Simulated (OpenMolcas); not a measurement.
# A workflow on BH3F− (SMILES [H][B-]([H])([H])F)

We compute a single-point energy (UHF/STO-3G), then a single-point energy (CASSCF(2,2)/STO-3G), then a single-point energy (CASPT2(2,2)/STO-3G), then a single-point energy (SC-NEVPT2(2,2)/STO-3G), then a single-point energy (MRCI(2,2)/STO-3G) of BH3F−. 

The results are computed with OpenMolcas 26.06.

3 further runs of the same task are left out: 1 for a known fault of the program, 1 that didn't finish, 1 set aside as unsound or not needed.

## Step 1: Starting point

The species is BH3F− (5 atoms), meant as a singlet with charge -1. As SMILES, `[H][B-]([H])([H])F`. The B1–H3 distance was set to 3.066 Å, away from the relaxed value. At this shape a bond of the SMILES string is far longer than usual.

Bond lengths: B1–F2 1.447 Å, B1–H4 1.228 Å, B1–H5 1.226 Å. Angles: F2–B1–H4 108.4°, F2–B1–H5 108.4°, H4–B1–H5 110.5°.

## Step 2: The energy at UHF/STO-3G (run 1)

Input file step1.inp:

```
* BFH3 Hartree-Fock
&GATEWAY
BasLib = $CurrDir
Coord
5
bohr
B     -3.29002263    -0.03152063     1.01778381
F     -3.26573965    -0.07177180     3.75100809
H      2.19221459     0.02214759    -0.85844589
H     -4.40533899     1.88143023     0.32423543
H     -4.38855822    -1.92908912     0.26837512
Basis = STO-3G
Group = NoSym
&SEWARD
&SCF
UHF
Charge = -1
Scramble = 0.25
PrOrbitals = 1 1
```

The basis set STO-3G is read from a file made from the Basis Set Exchange's data (not shown).

The run is started by

```console
export MOLCAS_MEM=1860
pymolcas step1.inp > step1.log
```

The log of the run:

```text
--- Start Module: gateway ---
[...]
--- Stop Module: gateway /rc=_RC_ALL_IS_WELL_ ---
--- Start Module: seward ---
[...]
      Basis functions           13
--- Stop Module: seward /rc=_RC_ALL_IS_WELL_ ---
--- Start Module: scf ---
[...]
       Convergence after  17 Iterations
[...]
::    Total SCF energy                               -123.8414234683
[...]
      Total spin, S                                     0.5994608321
[...]
      Total electronic charge=   18.000000
      Total            charge=   -1.000000
[...]
      Dipole Moment (debye):
      Origin of the operator (angstrom)=   -1.6808   -0.0278    1.3169
                   X=  8.1527E-01               Y= -3.9284E-02               Z=  2.6402E+00           Total=  2.7635E+00
      Center of Charge (angstrom)
[...]
--- Stop Module: scf /rc=_RC_ALL_IS_WELL_ ---
[...]
```

Run time: 1.9 s. Hardware: 1 thread of Arm Neoverse V1, shared host; peak memory 0.37 GiB.

## Step 3: The energy at CASSCF(2,2)/STO-3G (run 2)

Input file step2.inp:

```
&GATEWAY
BasLib=$CurrDir
Coord
5
bohr
B     -3.29002263    -0.03152063     1.01778381
F     -3.26573965    -0.07177180     3.75100809
H      2.19221459     0.02214759    -0.85844589
H     -4.40533899     1.88143023     0.32423543
H     -4.38855822    -1.92908912     0.26837512
Basis=STO-3G
Group=NoSym
&SEWARD
&RASSCF
FileOrb=$CurrDir/step1.UnaOrb
Spin=1
Nactel=2 0 0
Inactive=8
Ras2=2
OrbListing=Nothing
OrbAppear=Compact
```

The basis set STO-3G is read from a file made from the Basis Set Exchange's data (not shown).

The run is started by

```console
export MOLCAS_MEM=1860
pymolcas step2.inp > step2.log
```

The log of the run:

```text
--- Start Module: gateway ---
[...]
--- Stop Module: gateway /rc=_RC_ALL_IS_WELL_ ---
--- Start Module: seward ---
[...]
      Basis functions           13
--- Stop Module: seward /rc=_RC_ALL_IS_WELL_ ---
--- Start Module: rasscf ---
[...]
      Number of active orbitals                  2
[...]
      Spin quantum number                      0.0
[...]
      Active orbitals                            2
[...]
      Number of CSFs                             3
[...]
      Number of root(s) required                 1
[...]
      Convergence after  8 iterations
[...]
      printout of CI-coefficients larger than  0.05 for root  1
      energy=    -123.846112
      conf/sym  11     Coeff  Weight
             1  20  -0.83852 0.70311
             3  02   0.54487 0.29689
      Natural orbitals and occupation numbers for root  1
      sym 1:   1.406225   0.593775
      ************************************************************************************************************************
      *                                                    Final results                                                     *
[...]
::    RASSCF root number  1 Total energy:   -123.84611228
[...]
      Total electronic charge=   18.000000
      Total            charge=   -1.000000
[...]
      Dipole Moment (debye):
      Origin of the operator (angstrom)=   -1.6808   -0.0278    1.3169
                   X=  3.9861E-01               Y= -4.3473E-02               Z=  2.7924E+00           Total=  2.8210E+00
      Center of Charge (angstrom)
[...]
--- Stop Module: rasscf /rc=_RC_ALL_IS_WELL_ ---
[...]
```

Run time: 1.7 s. Hardware: 1 thread of Arm Neoverse V1, shared host; peak memory 0.37 GiB.

## Step 4: A single-point energy at CASPT2(2,2)/STO-3G (run 3)

Input file step3.input:

```
* BFH3 CASPT2
>>> EXPORT MOLCAS_PRINT=2
&GATEWAY
BasLib=$CurrDir
Coord
5
bohr
B     -3.29002263    -0.03152063     1.01778381
F     -3.26573965    -0.07177180     3.75100809
H      2.19221459     0.02214759    -0.85844589
H     -4.40533899     1.88143023     0.32423543
H     -4.38855822    -1.92908912     0.26837512
Basis=STO-3G
Group=NoSym
&SEWARD
&RASSCF
FileOrb=$CurrDir/step2.RasOrb
Spin=1
Nactel=2 0 0
Inactive=8
Ras2=2
OrbListing=Nothing
OrbAppear=Compact
&CASPT2
Imaginary=0.1
Frozen=2
```

The basis set STO-3G is read from a file made from the Basis Set Exchange's data (not shown).

The run is started by

```console
export MOLCAS_MEM=1860
pymolcas step3.input > step3.log
```

The log of the run:

```text
--- Start Module: gateway ---
[...]
--- Stop Module: gateway /rc=_RC_ALL_IS_WELL_ ---
[...]
      Basis functions           13
[...]
--- Start Module: rasscf ---
[...]
      Number of active orbitals                  2
[...]
      Spin quantum number                      0.0
[...]
      Active orbitals                            2
[...]
      Number of CSFs                             3
[...]
      Number of root(s) required                 1
[...]
      Convergence after  4 iterations
[...]
      printout of CI-coefficients larger than  0.05 for root  1
      energy=    -123.846112
      conf/sym  11     Coeff  Weight
             1  20  -0.83852 0.70311
             3  02   0.54487 0.29689
      Natural orbitals and occupation numbers for root  1
      sym 1:   1.406225   0.593775
      ************************************************************************************************************************
      *                                                    Final results                                                     *
[...]
::    RASSCF root number  1 Total energy:   -123.84611228
[...]
      Total electronic charge=   18.000000
      Total            charge=   -1.000000
[...]
      Dipole Moment (debye):
      Origin of the operator (angstrom)=   -1.6808   -0.0278    1.3169
                   X=  3.9861E-01               Y= -4.3473E-02               Z=  2.7924E+00           Total=  2.8210E+00
      Center of Charge (angstrom)
[...]
--- Stop Module: rasscf /rc=_RC_ALL_IS_WELL_ ---
--- Start Module: caspt2 ---
[...]
 ###    WARNING: User changed nr of frozen orbitals.                         ###
 ###############################################################################
[...]
      E2 (Variational):          -0.0466735960
      Total energy:            -123.8927858726
[...]
      Reference weight:           0.97955
[...]
::    CASPT2 Root  1     Total energy:   -123.89278587
[...]
--- Stop Module: caspt2 /rc=_RC_ALL_IS_WELL_ ---
[...]
```

Wall time 1.7 s (1 thread of Arm Neoverse V1, shared host); peak memory 0.37 GiB.

## Step 5: The energy at SC-NEVPT2(2,2)/STO-3G (run 4)

Input file step4.inp:

```
>>> EXPORT MOLCAS_PRINT=2

&GATEWAY
 BasLib = $CurrDir
 Coord
 5
 bohr
 B     -3.29002263    -0.03152063     1.01778381
 F     -3.26573965    -0.07177180     3.75100809
 H      2.19221459     0.02214759    -0.85844589
 H     -4.40533899     1.88143023     0.32423543
 H     -4.38855822    -1.92908912     0.26837512
 Basis = STO-3G
 Group = NoSym

&SEWARD

&RASSCF
 FileOrb = $CurrDir/step2.RasOrb
 Spin = 1
 Nactel = 2 0 0
 Inactive = 8
 Ras2 = 2
 OrbListing = Nothing
 OrbAppear = Compact

&CASPT2
 SC-NEVPT2
 Frozen = 2
```

The basis set STO-3G is read from a file made from the Basis Set Exchange's data (not shown).

The run is started by

```console
export MOLCAS_MEM=1860
pymolcas step4.inp > step4.log
```

The log of the run:

```text
--- Start Module: gateway ---
[...]
--- Stop Module: gateway /rc=_RC_ALL_IS_WELL_ ---
[...]
      Basis functions           13
[...]
--- Start Module: rasscf ---
[...]
      Number of active orbitals                  2
[...]
      Spin quantum number                      0.0
[...]
      Active orbitals                            2
[...]
      Number of CSFs                             3
[...]
      Number of root(s) required                 1
[...]
      Convergence after  4 iterations
[...]
      printout of CI-coefficients larger than  0.05 for root  1
      energy=    -123.846112
      conf/sym  11     Coeff  Weight
             1  20  -0.83852 0.70311
             3  02   0.54487 0.29689
      Natural orbitals and occupation numbers for root  1
      sym 1:   1.406225   0.593775
      ************************************************************************************************************************
      *                                                    Final results                                                     *
[...]
::    RASSCF root number  1 Total energy:   -123.84611228
[...]
      Total electronic charge=   18.000000
      Total            charge=   -1.000000
[...]
      Dipole Moment (debye):
      Origin of the operator (angstrom)=   -1.6808   -0.0278    1.3169
                   X=  3.9861E-01               Y= -4.3473E-02               Z=  2.7924E+00           Total=  2.8210E+00
      Center of Charge (angstrom)
[...]
--- Stop Module: rasscf /rc=_RC_ALL_IS_WELL_ ---
--- Start Module: caspt2 ---
[...]
 ###    WARNING: User changed nr of frozen orbitals.                         ###
 ###############################################################################
[...]
      E2 (Variational):          -0.0456210432
[...]
      E2 (Variational):          -0.0455857583
      Total energy:            -123.8916980349
[...]
      Reference weight:           0.98078
[...]
::    SC-NEVPT2 Root  1     Total energy:   -123.89169803
[...]
--- Stop Module: caspt2 /rc=_RC_ALL_IS_WELL_ ---
[...]
```

It took 1.7 s on 1 thread of Arm Neoverse V1, shared host; peak memory 0.37 GiB.

## Step 6: A single-point energy at MRCI(2,2)/STO-3G (run 5)

Input file step5.input:

```
&gateway
  baslib=$CurrDir
  coord
  5
  bohr
  B     -3.29002263    -0.03152063     1.01778381
  F     -3.26573965    -0.07177180     3.75100809
  H      2.19221459     0.02214759    -0.85844589
  H     -4.40533899     1.88143023     0.32423543
  H     -4.38855822    -1.92908912     0.26837512
  basis=STO-3G
  group=NoSym

&seward

&rasscf
  fileorb=$CurrDir/step2.RasOrb
  spin=1
  nactel=2 0 0
  inactive=8
  ras2=2
  orblisting=Nothing
  orbappear=Compact

&motra
  lumorb
  frozen=2

&guga
  electrons=14
  spin=1
  inactive=6
  active=2
  ciall=1

&mrci
  sdci
```

The basis set STO-3G is read from a file made from the Basis Set Exchange's data (not shown).

The run is started by

```console
export MOLCAS_MEM=1860
pymolcas step5.input > step5.log
```

The log of the run:

```text
--- Start Module: gateway ---
[...]
--- Stop Module: gateway /rc=_RC_ALL_IS_WELL_ ---
[...]
      Basis functions           13
[...]
      Number of active orbitals                  2
[...]
      Spin quantum number                      0.0
[...]
      Active orbitals                            2
[...]
      Number of CSFs                             3
[...]
      Number of root(s) required                 1
[...]
      Convergence after  4 iterations
[...]
      printout of CI-coefficients larger than  0.05 for root  1
      energy=    -123.846112
      conf/sym  11     Coeff  Weight
             1  20  -0.83852 0.70311
             3  02   0.54487 0.29689
      Natural orbitals and occupation numbers for root  1
      sym 1:   1.406225   0.593775
      ************************************************************************************************************************
      *                                                    Final results                                                     *
[...]
::    RASSCF root number  1 Total energy:   -123.84611228
[...]
      Dipole Moment (debye):
      Origin of the operator (angstrom)=   -1.6808   -0.0278    1.3169
                   X=  3.9861E-01               Y= -4.3473E-02               Z=  2.7924E+00           Total=  2.8210E+00
      Center of Charge (angstrom)
[...]
      *** WARNING: Default frozen orbitals is overwritten by user input.
      *** Default values:   2
[...]
--- Start Module: guga ---
[...]
--- Stop Module: guga /rc=_RC_ALL_IS_WELL_ ---
--- Start Module: mrci ---
[...]
       (But an ACPF correction will be computed)
       USE THE DEFAULT ACPF G-VALUE GFAC=  0.14285714285714285
[...]
                      CI ENERGY:  -123.90821066
[...]
                ACPF CORRECTION:    -0.00216944
[...]
      Total electronic charge=   18.000000
      Total            charge=   -1.000000
[...]
     ACPF CORRECTION:     -0.00216944
[...]
  CI State   1     Total energy:   -123.90821066     QDav:     -0.00254584     QACPF:     -0.00216944
[...]
--- Stop Module: mrci /rc=_RC_ALL_IS_WELL_ ---
[...]
```

Run time: 1.9 s. Hardware: 1 thread of Arm Neoverse V1, shared host; peak memory 0.37 GiB.

## Step 7: Outcome

| quantity | value |
| --- | --- |
| run 1, UHF/STO-3G: total energy | -123.84142 Eh |
| run 1, UHF/STO-3G: HOMO energy | 3.50 eV |
| run 1, UHF/STO-3G: LUMO energy | 12.71 eV |
| run 1, UHF/STO-3G: HOMO–LUMO gap (to an unbound level, set by the basis) | 9.21 eV |
| run 1, UHF/STO-3G: ⟨S²⟩ | 0.959 |
| run 2, CASSCF(2,2)/STO-3G: total energy | -123.84611 Eh |
| run 3, CASPT2(2,2)/STO-3G: total energy | -123.89279 Eh |
| run 4, SC-NEVPT2(2,2)/STO-3G: total energy | -123.89170 Eh |
| run 5, MRCI(2,2)/STO-3G: total energy | -123.90821 Eh |

**Reading.** ⟨S²⟩ (run 1, UHF/STO-3G) is 0.96 where a pure singlet has 0.00: the reference is spin-contaminated. The HOMO (run 1, UHF/STO-3G) lies at positive energy, 3.50 eV: the electron is unbound at this level or held by a compact basis; values depend on the basis. Mulliken charges (run 4, SC-NEVPT2(2,2)/STO-3G) of the CASSCF density run from -0.36 on F2 to -0.06 on H3; they depend strongly on the basis.
